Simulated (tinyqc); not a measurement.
UHF in the sto-3g basis, for H2O, spin multiplicity 3, step by step (part 2 of 2). Computed by tinyqc, a small Python program that keeps every step (integrals from PySCF). Command: `OMP_NUM_THREADS=1 python tinyqc.py 27429 27430 out.jsonl` (the two numbers bound the seeds that draw the settings). One thread of a shared host (Intel(R) Xeon(R) Processor @ 2.60GHz), about 0.1 s of CPU time with the checks.

Geometry (angstrom):

| atom | x | y | z |
|---|---|---|---|
| O | 0.000000 | 0.000000 | 0.000000 |
| H | 0.000000 | 0.763000 | 0.461000 |
| H | 0.000000 | -0.763000 | 0.461000 |

## Iteration 2: DIIS over 2 matrices

error matrix X^T (FDS - SDF) X (alpha):
```
           1          2          3          4          5          6          7
1   0.000000   0.050792  -0.457493   0.141380   0.160192  -0.143775   0.032625
2  -0.050792   0.000000  -0.010065   0.020459   0.009143  -0.008166   0.002625
3   0.457493   0.010065   0.000000  -0.109747  -0.035777   0.201793  -0.028489
4  -0.141380  -0.020459   0.109747   0.000000  -0.027723   0.022972  -0.005467
5  -0.160192  -0.009143   0.035777   0.027723   0.000000  -0.042024   0.005284
6   0.143775   0.008166  -0.201793  -0.022972   0.042024   0.000000  -0.003918
7  -0.032625  -0.002625   0.028489   0.005467  -0.005284   0.003918   0.000000
```

B (overlaps of the stored error matrices):
```
               1              2
1  1.9125781e+02  9.7395372e+01
2  9.7395372e+01  4.9653321e+01
```

Minimise |sum c_i e_i|^2 with sum c_i = 1: solve [B -1; -1 0][c; lambda] = [0; -1] with B_ij = tr e_i^T e_j summed over both spins, and take F = sum c_i F_i.

DIIS coefficients: -1.035161  2.035161

extrapolated F(alpha) (hartree), lower triangle:
```
             1O 1s      1O 2s     1O 2px     1O 2py     1O 2pz      2H 1s      3H 1s
1O 1s   -20.051117
1O 2s    -5.145737  -2.540106
1O 2px   -0.003576  -0.044315  -0.428765
1O 2py   -0.014380  -0.058023  -0.039910  -0.544693
1O 2pz   -0.012220  -0.150555  -0.001603   0.019519  -0.457165
2H 1s    -1.390951  -1.158735   0.056145  -0.475816  -0.321663  -0.694658
3H 1s    -1.386003  -1.098898  -0.018879   0.364223  -0.271959  -0.454301  -0.735086
```

extrapolated F(beta) (hartree), lower triangle:
```
             1O 1s      1O 2s     1O 2px     1O 2py     1O 2pz      2H 1s      3H 1s
1O 1s   -20.033682
1O 2s    -5.114481  -2.305254
1O 2px    0.002761   0.072815   0.330812
1O 2py   -0.010976  -0.062259  -0.071064  -0.442952
1O 2pz   -0.011073  -0.133773  -0.205035   0.005029  -0.285653
2H 1s    -1.382109  -1.106672  -0.034267  -0.461226  -0.278375  -0.642356
3H 1s    -1.378846  -1.003874   0.007008   0.293538  -0.261983  -0.406122  -0.260702
```

## Iteration 2: diagonalisation and new density

X, lower triangle:
```
            1O 1s      1O 2s    1O 2px     1O 2py     1O 2pz      2H 1s     3H 1s
1O 1s    1.024498
1O 2s   -0.147373   1.311832
1O 2px   0.000000   0.000000  1.000000
1O 2py   0.000000   0.000000  0.000000   1.159999
1O 2pz  -0.009976   0.117687  0.000000   0.000000   1.047777
2H 1s    0.023571  -0.345467  0.000000  -0.282390  -0.140679   1.261873
3H 1s    0.023571  -0.345467  0.000000   0.282390  -0.140679  -0.094696  1.261873
```

D(alpha) after iteration 1, lower triangle:
```
            1O 1s      1O 2s     1O 2px     1O 2py     1O 2pz     2H 1s     3H 1s
1O 1s    1.070346
1O 2s   -0.347886   1.838807
1O 2px   0.000785   0.164515   0.576247
1O 2py   0.017945  -0.221921   0.262206   1.186824
1O 2pz  -0.038299   0.255326   0.198963  -0.179992   1.037211
2H 1s    0.069202  -0.502444  -0.368098  -0.182743  -0.070232  0.923569
3H 1s    0.112150  -0.961657   0.079774   0.590843  -0.415628  0.025783  1.773900
```

D(beta) after iteration 1, lower triangle:
```
            1O 1s      1O 2s     1O 2px     1O 2py     1O 2pz      2H 1s     3H 1s
1O 1s    0.952241
1O 2s   -0.422749   0.718920
1O 2px  -0.015738  -0.085613   0.150640
1O 2py  -0.082281  -0.171094   0.201149   1.015533
1O 2pz   0.029629  -0.066021   0.277654  -0.035118   0.809347
2H 1s    0.187555  -0.047753  -0.120933  -0.078449  -0.093436   0.636218
3H 1s   -0.077916   0.007061   0.100822   0.187853   0.172088  -0.037617  0.119746
```

overlap S, lower triangle:
```
           1O 1s     1O 2s    1O 2px     1O 2py    1O 2pz     2H 1s     3H 1s
1O 1s   1.000000
1O 2s   0.236704  1.000000
1O 2px  0.000000  0.000000  1.000000
1O 2py  0.000000  0.000000  0.000000   1.000000
1O 2pz  0.000000  0.000000  0.000000   0.000000  1.000000
2H 1s   0.063034  0.518877  0.000000   0.355368  0.214711  1.000000
3H 1s   0.063034  0.518877  0.000000  -0.355368  0.214711  0.247370  1.000000
```

Diagonalise F' = X^T F X, C = X C', fill 6 alpha and 4 beta electrons from the bottom; D(s) = C_occ C_occ^T; the new density keeps 0.5 of the old one (damping). Each column has its largest component positive (the first on a tie).

F' = X^T F X (alpha) (hartree), lower triangle:
```
            1          2          3          4          5          6          7
1  -19.666578
2   -2.682288  -1.336796
3    0.003761  -0.070670  -0.428765
4   -0.011915  -0.010895  -0.067481  -0.224150
5   -0.023836   0.023803  -0.012101   0.052467  -0.368177
6   -0.246900  -0.550479   0.099356  -0.520005  -0.274366   0.016105
7   -0.259039  -0.436824  -0.024959   0.379381  -0.169875  -0.157683  -0.177050
```

orbital energies (alpha) (hartree): MO1 -20.061450, MO2 -1.351969, MO3 -0.722181, MO4 -0.494250, MO5 -0.427127, MO6 0.197685, MO7 0.673881

coefficients C (alpha):
```
              MO1        MO2        MO3        MO4        MO5        MO6        MO7
1O 1s    0.993489  -0.240888   0.016601   0.077488   0.042320   0.127791   0.055467
1O 2s    0.030214   0.869121  -0.050621  -0.423651  -0.188416  -0.925375  -0.406226
1O 2px   0.000266   0.036982  -0.010202  -0.502933   0.854289   0.039228   0.119323
1O 2py   0.000886   0.068628   0.656274  -0.047279   0.086725   0.440963  -0.930309
1O 2pz   0.003809   0.144781  -0.038067   0.709156   0.475590  -0.568316  -0.277254
2H 1s   -0.007390   0.145733   0.344130   0.295249  -0.013975   0.408205   1.194576
3H 1s   -0.007073   0.090016  -0.403571   0.153041   0.094876   1.176301  -0.483319
```

F' = X^T F X (beta) (hartree), lower triangle:
```
            1          2          3          4          5          6         7
1  -19.652501
2   -2.686634  -0.998489
3   -0.006500   0.080402   0.330812
4   -0.007884  -0.023721  -0.070779  -0.108799
5   -0.026974   0.080786  -0.202454   0.018200  -0.180787
6   -0.243738  -0.591832  -0.020083  -0.529001  -0.253033   0.062803
7   -0.251203  -0.597951  -0.004226   0.454099  -0.273979  -0.153983  0.477360
```

orbital energies (beta) (hartree): MO1 -20.042472, MO2 -1.152971, MO3 -0.588937, MO4 -0.364249, MO5 0.395050, MO6 0.706645, MO7 0.977334

coefficients C (beta):
```
              MO1        MO2        MO3        MO4        MO5        MO6        MO7
1O 1s    0.994066  -0.228054   0.062308   0.070897  -0.044965   0.127690   0.071510
1O 2s    0.027509   0.800749  -0.283876  -0.357636   0.249708  -0.898121  -0.525116
1O 2px  -0.000206  -0.011341   0.095797   0.282395   0.945466   0.127197  -0.029371
1O 2py   0.000729   0.095421   0.707586  -0.109327   0.062369  -0.556270   0.818550
1O 2pz   0.003347   0.127459   0.014188   0.853862  -0.189949  -0.545254  -0.269154
2H 1s   -0.006587   0.247579   0.373595   0.125496  -0.243373   1.183207  -0.380602
3H 1s   -0.006179   0.078301  -0.230599   0.166486  -0.025244   0.294922   1.282984
```

D(alpha) after iteration 2, lower triangle:
```
            1O 1s      1O 2s     1O 2px     1O 2py     1O 2pz     2H 1s     3H 1s
1O 1s    1.069897
1O 2s   -0.343563   1.834477
1O 2px  -0.002917   0.106493   0.781004
1O 2py   0.034773  -0.299919   0.186606   0.913218
1O 2pz  -0.033785   0.259531   0.116023  -0.218962   1.055853
2H 1s    0.053459  -0.446810  -0.255319   0.108964  -0.045760  0.658643
3H 1s    0.121467  -1.017220   0.068722   0.425930  -0.451059  0.212052  1.680515
```

D(beta) after iteration 2, lower triangle:
```
            1O 1s      1O 2s     1O 2px     1O 2py    1O 2pz      2H 1s     3H 1s
1O 1s    1.000663
1O 2s   -0.310531   0.784682
1O 2px   0.006317  -0.111445   0.119846
1O 2py  -0.033490  -0.128216   0.118489   0.768635
1O 2pz   0.032655  -0.136633   0.259347  -0.053132  0.777443
2H 1s    0.078360  -0.000311  -0.026255   0.097900  0.025277   0.426440
3H 1s   -0.052240   0.037755   0.062430   0.006975  0.160466  -0.041724  0.103404
```

## Iteration 32 (converged): orbitals

converged F(alpha) (hartree), lower triangle:
```
             1O 1s      1O 2s     1O 2px     1O 2py     1O 2pz      2H 1s      3H 1s
1O 1s   -20.435335
1O 2s    -5.219407  -2.703771
1O 2px    0.000000   0.000000  -0.658591
1O 2py    0.000000   0.000000   0.000000  -0.561060
1O 2pz   -0.012192  -0.151437   0.000000   0.000000  -0.638291
2H 1s    -1.408601  -1.185658   0.000000  -0.469713  -0.294868  -0.773686
3H 1s    -1.408601  -1.185658   0.000000   0.469713  -0.294868  -0.483731  -0.773686
```

converged F(beta) (hartree), lower triangle:
```
             1O 1s      1O 2s    1O 2px     1O 2py     1O 2pz      2H 1s      3H 1s
1O 1s   -20.380544
1O 2s    -5.178071  -2.444969
1O 2px    0.000000   0.000000  0.259887
1O 2py    0.000000   0.000000  0.000000  -0.533144
1O 2pz   -0.010399  -0.053454  0.000000   0.000000  -0.471736
2H 1s    -1.395379  -1.110092  0.000000  -0.433570  -0.291009  -0.554129
3H 1s    -1.395379  -1.110092  0.000000   0.433570  -0.291009  -0.413884  -0.554129
```

Diagonalise F' = X^T F X, C = X C', fill 6 alpha and 4 beta electrons from the bottom; D(s) = C_occ C_occ^T. Each column has its largest component positive (the first on a tie).

F' = X^T F X (alpha) (hartree), lower triangle:
```
            1          2          3          4          5          6          7
1  -20.052434
2   -2.686460  -1.523527
3    0.000000   0.000000  -0.658591
4    0.000000   0.000000   0.000000  -0.185747
5   -0.020176  -0.008771   0.000000   0.000000  -0.570361
6   -0.260376  -0.481748   0.000000  -0.519200  -0.184825  -0.108972
7   -0.260376  -0.481748   0.000000   0.519200  -0.184825  -0.205646  -0.108972
```

orbital energies (alpha) (hartree): MO1 -20.444654, MO2 -1.491740, MO3 -0.792251, MO4 -0.658591, MO5 -0.629739, MO6 0.105193, MO7 0.703178

coefficients C (alpha):
```
              MO1        MO2        MO3       MO4        MO5        MO6        MO7
1O 1s    0.993859  -0.247539   0.000000  0.000000   0.072308  -0.135146   0.000000
1O 2s    0.028536   0.919297   0.000000  0.000000  -0.363023   1.008692   0.000000
1O 2px   0.000000   0.000000   0.000000  1.000000   0.000000   0.000000   0.000000
1O 2py   0.000000   0.000000   0.640019  0.000000   0.000000   0.000000   1.046643
1O 2pz   0.003637   0.154739   0.000000  0.000000   0.903804   0.557267   0.000000
2H 1s   -0.006790   0.081326   0.393167  0.000000   0.145201  -0.890562  -0.919404
3H 1s   -0.006790   0.081326  -0.393167  0.000000   0.145201  -0.890562   0.919404
```

F' = X^T F X (beta) (hartree), lower triangle:
```
            1          2         3          4          5          6         7
1  -20.000973
2   -2.693023  -1.126288
3    0.000000   0.000000  0.259887
4    0.000000   0.000000  0.000000  -0.171665
5   -0.037224   0.178113  0.000000   0.000000  -0.355642
6   -0.248818  -0.605163  0.000000  -0.523055  -0.281859   0.182017
7   -0.248818  -0.605163  0.000000   0.523055  -0.281859  -0.139232  0.182017
```

orbital energies (beta) (hartree): MO1 -20.388409, MO2 -1.245688, MO3 -0.704896, MO4 -0.527225, MO5 0.259887, MO6 0.721204, MO7 0.854480

coefficients C (beta):
```
              MO1        MO2        MO3        MO4       MO5        MO6        MO7
1O 1s    0.994427  -0.237761   0.000000   0.066803  0.000000  -0.150486   0.000000
1O 2s    0.025925   0.853846   0.000000  -0.367219  0.000000   1.063293   0.000000
1O 2px   0.000000   0.000000   0.000000   0.000000  1.000000   0.000000   0.000000
1O 2py   0.000000   0.000000   0.707462   0.000000  0.000000   0.000000   1.002289
1O 2pz   0.003079   0.064541   0.000000   0.882561  0.000000   0.606859   0.000000
2H 1s   -0.006069   0.144035   0.331856   0.190958  0.000000  -0.873840  -0.943269
3H 1s   -0.006069   0.144035  -0.331856   0.190958  0.000000  -0.873840   0.943269
```

D(alpha) after iteration 32, lower triangle:
```
            1O 1s      1O 2s    1O 2px     1O 2py     1O 2pz     2H 1s     3H 1s
1O 1s    1.072525
1O 2s   -0.361772   1.995166
1O 2px   0.000000   0.000000  1.000000
1O 2py   0.000000   0.000000  0.000000   0.409625
1O 2pz  -0.044650   0.376365  0.000000   0.000000   1.151366
2H 1s    0.103976  -0.876445  0.000000   0.251635  -0.352488  0.975424
3H 1s    0.103976  -0.876445  0.000000  -0.251635  -0.352488  0.666263  0.975424
```

D(beta) after iteration 32, lower triangle:
```
            1O 1s      1O 2s    1O 2px     1O 2py    1O 2pz      2H 1s     3H 1s
1O 1s    1.049879
1O 2s   -0.201762   0.864575
1O 2px   0.000000   0.000000  0.000000
1O 2py   0.000000   0.000000  0.000000   0.500502
1O 2pz   0.046674  -0.268904  0.000000   0.000000  0.783088
2H 1s   -0.027524   0.052703  0.000000   0.234775  0.177809   0.167376
3H 1s   -0.027524   0.052703  0.000000  -0.234775  0.177809  -0.052881  0.167376
```

## Convergence

Stop when the energy changes by less than 1e-08 hartree and every element of the error matrix X^T (F D S - S D F) X (for each spin) is below 3e-05.

Course of the cycle:

| iteration | E (hartree) | change | largest element of the error matrix |
|---|---|---|---|
| 1 | -65.00297238 | - | 7.42e+00 |
| 2 | -69.51719055 | -4.51e+00 | 3.76e+00 |
| 3 | -71.90708445 | -2.39e+00 | 1.89e+00 |
| 4 | -73.16349514 | -1.26e+00 | 9.46e-01 |
| 5 | -73.81400617 | -6.51e-01 | 4.74e-01 |
| 6 | -74.14874898 | -3.35e-01 | 2.37e-01 |
| 7 | -74.31988699 | -1.71e-01 | 1.19e-01 |
| 8 | -74.40844865 | -8.86e-02 | 5.93e-02 |
| 9 | -74.45474613 | -4.63e-02 | 2.97e-02 |
| 10 | -74.47870874 | -2.40e-02 | 1.48e-02 |
| 11 | -74.49089561 | -1.22e-02 | 7.41e-03 |
| 12 | -74.49722431 | -6.33e-03 | 3.70e-03 |
| 13 | -74.50050875 | -3.28e-03 | 1.85e-03 |
| 14 | -74.50219278 | -1.68e-03 | 9.26e-04 |
| ... | ... | ... | ... |
| 19 | -74.50386497 | -5.53e-05 | 6.52e-05 |
| 20 | -74.50389281 | -2.78e-05 | 3.51e-05 |
| 21 | -74.50390681 | -1.40e-05 | 1.85e-05 |
| 22 | -74.50391383 | -7.02e-06 | 9.56e-06 |
| 23 | -74.50391735 | -3.52e-06 | 4.84e-06 |
| 24 | -74.50391911 | -1.76e-06 | 2.43e-06 |
| 25 | -74.50391999 | -8.81e-07 | 1.21e-06 |
| 26 | -74.50392043 | -4.41e-07 | 6.05e-07 |
| 27 | -74.50392065 | -2.20e-07 | 3.04e-07 |
| 28 | -74.50392076 | -1.10e-07 | 1.53e-07 |
| 29 | -74.50392082 | -5.51e-08 | 7.66e-08 |
| 30 | -74.50392085 | -2.76e-08 | 3.83e-08 |
| 31 | -74.50392086 | -1.38e-08 | 1.91e-08 |
| 32 | -74.50392087 | -6.89e-09 | 9.52e-09 |

PySCF UHF in the same basis, after a stability check = -74.50392087 hartree

Converged in 32 iterations.

## Populations, bond orders and dipole

Mulliken: Z minus the diagonal of D S on the atom; Loewdin: the same with S^(1/2) D S^(1/2); Mayer order: 2 sum_s sum (D(s) S)_ij (D(s) S)_ji over the two atoms.

Charges (e):

| atom | Mulliken | Loewdin | Mulliken spin |
|---|---|---|---|
| 1O | 0.014561 | 0.116280 | 1.191501 |
| 2H | -0.007280 | -0.058140 | 0.404249 |
| 3H | -0.007280 | -0.058140 | 0.404249 |

Mayer bond orders:

| pair | order |
|---|---|
| 2-1 | 0.661444 |
| 3-1 | 0.661444 |
| 3-2 | 0.175086 |

dipole moment about the origin, x y z (debye): 0.000000  0.000000  0.038561

<S^2> of the determinant (pure state: 2) = 2.004324
